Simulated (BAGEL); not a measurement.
# CH7BSi (SMILES CB[SiH3]): a chain of runs

Wanted: a single-point energy (HF/def2-SV(P)), then a single-point energy (NEVPT2(2,2)/def2-SV(P)), then the energy (CASPT2(2,2)/def2-SV(P)) of CH7BSi. 

The calculation is run with BAGEL 1.2.2.

1 further run of the same task is left out (set aside as unsound or not needed).

## Step 1: The structure to begin with

The species is CH7BSi (10 atoms), meant as a singlet with charge 0. As SMILES, `CB[SiH3]`. The B2–Si3 distance was set to 5.651 Å, away from the relaxed value. At this shape a bond of the SMILES string is far longer than usual.

Bond lengths: C1–B2 1.550 Å, C1–H4 1.106 Å, C1–H5 1.092 Å, C1–H6 1.091 Å, B2–H7 1.201 Å, Si3–H8 1.491 Å, Si3–H9 1.491 Å, Si3–H10 1.494 Å. Angles: C1–B2–H7 118.6°, B2–C1–H4 102.7°, B2–C1–H5 114.9°, B2–C1–H6 116.1°, H4–C1–H5 105.3°, H4–C1–H6 106.0°, H5–C1–H6 110.4°, H8–Si3–H9 108.2°, H8–Si3–H10 107.1°, H9–Si3–H10 107.6°.

## Step 2: A single-point energy at HF/def2-SV(P) (density fitting with svp-jkfit) (run 1)

calc.json reads:

```json
{ "bagel" : [

{
  "title" : "molecule",
  "basis" : "def2-sv_p_.json",
  "df_basis" : "svp-jkfit",
  "angstrom" : "true",
  "geometry" : [
    { "atom" : "C", "xyz" : [      -2.711695,       2.565135,      -3.411387 ] },
    { "atom" : "B", "xyz" : [      -1.511795,       1.590435,      -3.524387 ] },
    { "atom" : "Si", "xyz" : [       1.014100,      -0.883100,       0.884800 ] },
    { "atom" : "H", "xyz" : [      -3.582195,       1.897635,      -3.550687 ] },
    { "atom" : "H", "xyz" : [      -2.781695,       3.302335,      -4.214487 ] },
    { "atom" : "H", "xyz" : [      -2.852395,       3.044235,      -2.441087 ] },
    { "atom" : "H", "xyz" : [      -1.106995,       1.301935,      -4.618187 ] },
    { "atom" : "H", "xyz" : [       1.154200,      -2.354100,       0.685500 ] },
    { "atom" : "H", "xyz" : [       0.324900,      -0.654200,       2.186700 ] },
    { "atom" : "H", "xyz" : [       2.393700,      -0.320800,       0.999300 ] }
  ]
},

{ "title" : "hf" },

{ "title" : "print", "file" : "orbitals.molden", "orbitals" : "true" }

]}
```

The basis set def2-SV(P) is read from a file made from the Basis Set Exchange's data (not shown).

Started as:

```console
$ BAGEL_NUM_THREADS=1 BAGEL calc.json > calc.out
```

The log of the run:

```text
* using 1 threads per process

  ===============================================================
  ===============================================================

  *** Geometry ***

  { "atom" : "C", "xyz" : [     -5.124361,      4.847403,     -6.446587 ] },
  { "atom" : "B", "xyz" : [     -2.856879,      3.005487,     -6.660126 ] },
  { "atom" : "Si", "xyz" : [      1.916371,     -1.668817,      1.672030 ] },
  { "atom" : "H", "xyz" : [     -6.769367,      3.586010,     -6.709826 ] },
  { "atom" : "H", "xyz" : [     -5.256642,      6.240509,     -7.964226 ] },
  { "atom" : "H", "xyz" : [     -5.390245,      5.752770,     -4.612986 ] },
  { "atom" : "H", "xyz" : [     -2.091917,      2.460301,     -8.727109 ] },
  { "atom" : "H", "xyz" : [      2.181122,     -4.448604,      1.295407 ] },
  { "atom" : "H", "xyz" : [      0.613972,     -1.236259,      4.132264 ] },
  { "atom" : "H", "xyz" : [      4.523437,     -0.606224,      1.888403 ] },

  Number of auxiliary basis functions:      404

  Since a DF basis is specified, we compute 2- and 3-index integrals:
    o Being stored without compression. Storage requirement is 0.012 GB

  Number of basis functions:       60
  Number of electrons      :       32

    * METHOD: MOLECULE                             0.12

  *** RHF ***

  === Nuclear Repulsion ===
    64.1072749247

      * DIIS with orbital gradients will be used.

  === RHF iteration (def2-sv_p_.json) ===
      0       -354.82527869          0.02075968           0.03
      1       -354.84988823          0.02014709           0.03
      2       -355.12211516          0.00346886           0.03
      3       -355.12755072          0.00299175           0.03
      4       -355.13254715          0.00061358           0.03
      5       -355.13277481          0.00018544           0.03
      6       -355.13279179          0.00004742           0.03
      7       -355.13279321          0.00000638           0.03
      8       -355.13279326          0.00000411           0.03
      9       -355.13279328          0.00000146           0.03
     10       -355.13279328          0.00000067           0.03
     11       -355.13279329          0.00000020           0.03
     12       -355.13279329          0.00000009           0.03
     13       -355.13279329          0.00000003           0.03
     14       -355.13279329          0.00000001           0.03
     15       -355.13279329          0.00000001           0.03
    * SCF iteration converged.

    * Permanent dipole moment:
           (    1.195750,    -1.050534,     1.518288) a.u.

    * METHOD: HF                                   0.52

    * METHOD: PRINT                                0.01

  ===============================================================
```

Wall time 0.78 s (1 thread of Arm Neoverse V2, shared host); peak memory 0.15 GiB.

## Step 3: The energy at NEVPT2(2,2)/def2-SV(P) (density fitting with svp-jkfit) (run 2)

nevpt2.json reads:

```json
{ "bagel": [

{
  "title": "molecule",
  "basis": "def2-sv_p_.json",
  "df_basis": "svp-jkfit",
  "angstrom": true,
  "geometry": [
    { "atom": "C", "xyz": [      -2.711695,       2.565135,      -3.411387 ] },
    { "atom": "B", "xyz": [      -1.511795,       1.590435,      -3.524387 ] },
    { "atom": "Si", "xyz": [       1.014100,      -0.883100,       0.884800 ] },
    { "atom": "H", "xyz": [      -3.582195,       1.897635,      -3.550687 ] },
    { "atom": "H", "xyz": [      -2.781695,       3.302335,      -4.214487 ] },
    { "atom": "H", "xyz": [      -2.852395,       3.044235,      -2.441087 ] },
    { "atom": "H", "xyz": [      -1.106995,       1.301935,      -4.618187 ] },
    { "atom": "H", "xyz": [       1.154200,      -2.354100,       0.685500 ] },
    { "atom": "H", "xyz": [       0.324900,      -0.654200,       2.186700 ] },
    { "atom": "H", "xyz": [       2.393700,      -0.320800,       0.999300 ] }
  ]
},

{
  "title": "hf"
},

{
  "title": "casscf",
  "nstate": 1,
  "nact": 2,
  "nclosed": 15,
  "active": [16, 17],
  "maxiter": 200,
  "natocc": true
},

{
  "title": "nevpt2",
  "nstate": 1,
  "nact": 2,
  "nclosed": 15,
  "active": [16, 17],
  "maxiter": 200,
  "natocc": true,
  "ncore": 7
},

{
  "title": "print",
  "file": "orbitals.molden",
  "orbitals": true
}

]}
```

The basis set def2-SV(P) is read from a file made from the Basis Set Exchange's data (not shown).

Started as:

```console
$ BAGEL_NUM_THREADS=1 BAGEL nevpt2.json > nevpt2.out
```

The log of the run:

```text
* using 1 threads per process

  ===============================================================
  ===============================================================

  *** Geometry ***

  { "atom" : "C", "xyz" : [     -5.124361,      4.847403,     -6.446587 ] },
  { "atom" : "B", "xyz" : [     -2.856879,      3.005487,     -6.660126 ] },
  { "atom" : "Si", "xyz" : [      1.916371,     -1.668817,      1.672030 ] },
[... 6 lines of this table left out ...]
  { "atom" : "H", "xyz" : [      4.523437,     -0.606224,      1.888403 ] },

  Number of auxiliary basis functions:      404

  Since a DF basis is specified, we compute 2- and 3-index integrals:
    o Being stored without compression. Storage requirement is 0.012 GB

[... 18 lines left out ...]
    * SCF iteration converged.
[... 1 line left out ...]
    * Permanent dipole moment:
[... 27 lines left out ...]
    * Second-order optimization converged. *
[... 1 line left out ...]
     guess   0:   closed 1.                   open ..

  === FCI iteration ===

      0  0      -355.11195805     8.54e-02      0.00
      1  0      -355.26496765     1.80e-02      0.00
      2  0 *    -355.26904920     3.76e-16      0.00

     * ci vector, state   0, <S^2> = 0.0000
       2.     0.7312333930
       .2    -0.6821273525

    * METHOD: CASSCF                               0.95

    * freezing 7 orbitals

  === DF-NEVPT2 calculation ===

    * 3-index integral transformation done
    * assembly done

      NEVPT2 correlation energy:   -0.2521215111      0.05

          (+0)     -0.2121393984
          (+0)'    -0.0044664697
          (+1)     -0.0076258694
          (+1)'    -0.0000000000
          (+2)     -0.0000043797
          (-1)     -0.0278662375
          (-1)'     0.0000000000
          (-2)     -0.0000191565

      NEVPT2 total energy:       -355.5211707082

    * METHOD: NEVPT2                               0.11

    * METHOD: PRINT                                0.01

  ===============================================================
```

Run time: 1.8 s. Hardware: 1 thread of Arm Neoverse V2, shared host; peak memory 0.15 GiB.

## Step 4: The energy at CASPT2(2,2)/def2-SV(P) (density fitting with svp-jkfit) (run 3)

job.json reads:

```json
{ "bagel" : [

{
  "title" : "molecule",
  "basis" : "def2-sv_p_.json",
  "df_basis" : "svp-jkfit",
  "angstrom" : true,
  "geometry" : [
    { "atom" : "C", "xyz" : [      -2.711695,       2.565135,      -3.411387 ] },
    { "atom" : "B", "xyz" : [      -1.511795,       1.590435,      -3.524387 ] },
    { "atom" : "Si", "xyz" : [       1.014100,      -0.883100,       0.884800 ] },
    { "atom" : "H", "xyz" : [      -3.582195,       1.897635,      -3.550687 ] },
    { "atom" : "H", "xyz" : [      -2.781695,       3.302335,      -4.214487 ] },
    { "atom" : "H", "xyz" : [      -2.852395,       3.044235,      -2.441087 ] },
    { "atom" : "H", "xyz" : [      -1.106995,       1.301935,      -4.618187 ] },
    { "atom" : "H", "xyz" : [       1.154200,      -2.354100,       0.685500 ] },
    { "atom" : "H", "xyz" : [       0.324900,      -0.654200,       2.186700 ] },
    { "atom" : "H", "xyz" : [       2.393700,      -0.320800,       0.999300 ] }
  ]
},

{
  "title" : "hf"
},

{
  "title" : "casscf",
  "nstate" : 1,
  "nact" : 2,
  "nclosed" : 15,
  "active" : [16, 17],
  "maxiter" : 200,
  "natocc" : true
},

{
  "title" : "print",
  "file" : "orbitals.molden",
  "orbitals" : true
},

{
  "title" : "smith",
  "method" : "caspt2",
  "ms" : true,
  "xms" : true,
  "sssr" : true,
  "shift" : 0.2,
  "shift_imag" : true,
  "ncore" : 7
}

]}
```

The basis set def2-SV(P) is read from a file made from the Basis Set Exchange's data (not shown).

Started as:

```console
$ BAGEL_NUM_THREADS=1 BAGEL job.json > job.out
```

The log of the run:

```text
* using 1 threads per process

  ===============================================================
  ===============================================================

  *** Geometry ***

  { "atom" : "C", "xyz" : [     -5.124361,      4.847403,     -6.446587 ] },
  { "atom" : "B", "xyz" : [     -2.856879,      3.005487,     -6.660126 ] },
  { "atom" : "Si", "xyz" : [      1.916371,     -1.668817,      1.672030 ] },
[... 6 lines of this table left out ...]
  { "atom" : "H", "xyz" : [      4.523437,     -0.606224,      1.888403 ] },

  Number of auxiliary basis functions:      404

  Since a DF basis is specified, we compute 2- and 3-index integrals:
    o Being stored without compression. Storage requirement is 0.012 GB

[... 18 lines left out ...]
    * SCF iteration converged.
[... 1 line left out ...]
    * Permanent dipole moment:
[... 27 lines left out ...]
    * Second-order optimization converged. *
[... 9 lines left out ...]
     * ci vector, state   0, <S^2> = 0.0000
[... 16 lines left out ...]
    * Zeroth order energy : state  0       -0.2510729337
[... 4 lines left out ...]
       #      aibj      arbs      arbi      airj      risj      airs      arst      rist         Etot      error   time
[... 2 lines left out ...]
       0  -0.21086  -0.00003  -0.03098  -0.00857  -0.00001  -0.00434  -0.00000  -0.00000   -0.2547938  0.0004466   0.02
       1  -0.21087  -0.00003  -0.03100  -0.00857  -0.00001  -0.00438  -0.00000  -0.00000   -0.2548659  0.0000519   0.02
       2  -0.21087  -0.00003  -0.03100  -0.00857  -0.00001  -0.00438  -0.00000  -0.00000   -0.2548669  0.0000051   0.02
       3  -0.21087  -0.00003  -0.03100  -0.00857  -0.00001  -0.00438  -0.00000  -0.00000   -0.2548669  0.0000004   0.02

      ------------------------------------------------------------------------------------------------------------------

    * CASPT2 energy : state  0     -355.5259480109
        w/o shift correction       -355.5239160769
        reference weight              0.9044034764

    * METHOD: SMITH                                0.17

  ===============================================================
```

Wall time 2 s (1 thread of Arm Neoverse V2, shared host); peak memory 0.15 GiB.

## Step 5: Outcome

```
                                   quantity          value
         run 1, HF/def2-SV(P): total energy  -355.13279 Eh
        run 1, HF/def2-SV(P): dipole moment         5.59 D
          run 1, HF/def2-SV(P): HOMO energy       -5.36 eV
          run 1, HF/def2-SV(P): LUMO energy       -1.82 eV
        run 1, HF/def2-SV(P): HOMO–LUMO gap        3.53 eV
run 2, NEVPT2(2,2)/def2-SV(P): total energy  -355.52117 Eh
run 3, CASPT2(2,2)/def2-SV(P): total energy  -355.52595 Eh
```

What this shows: One bond (run 1, HF/def2-SV(P)) is far stretched, which a spin-restricted single reference describes badly; a broken-symmetry solution may lie lower.
